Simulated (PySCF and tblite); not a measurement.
C3H2O2, numbered as in [CH:1]#[C:2][C:3](=[O:4])[OH:5].

Free energies: CAM-B3LYP-D3(BJ)/def2-TZVP on PBE0-D3(BJ)/def2-SVP structures plus GFN2-xTB thermal terms, symmetry and mirror images included. Conformers within 3 kcal/mol (GFN2-xTB free energy) were kept, 8 at most. GIAO shieldings: WP04/pcSseg-2. Shifts are against TMS (¹H), TMS (¹³C) at the same level. Codes: tblite and PySCF.

Torsions listed: O4–C3–O5–H5.

```json
{"conformer": "1", "shape": "0°", "weight %": "100.0", "dipole D": "1.71"}
```

How do the computed shifts compare with measured ones?


```
nucleus  signal  leading conformer  average  measured                                          medium
    ¹³C      C1               78.5     78.5      78.6  not stated per compound (mostly CDCl3 or CCl4)
    ¹³C      C2               73.2     73.2        74  not stated per compound (mostly CDCl3 or CCl4)
```

Measured values: Pretsch, Buehlmann, Badertscher, Structure Determination of Organic Compounds, 4th ed. (2009). Mean difference for ¹³C: -0.45 ppm, scatter 0.35 ppm. The computed shifts are unscaled and lack vibrational corrections.
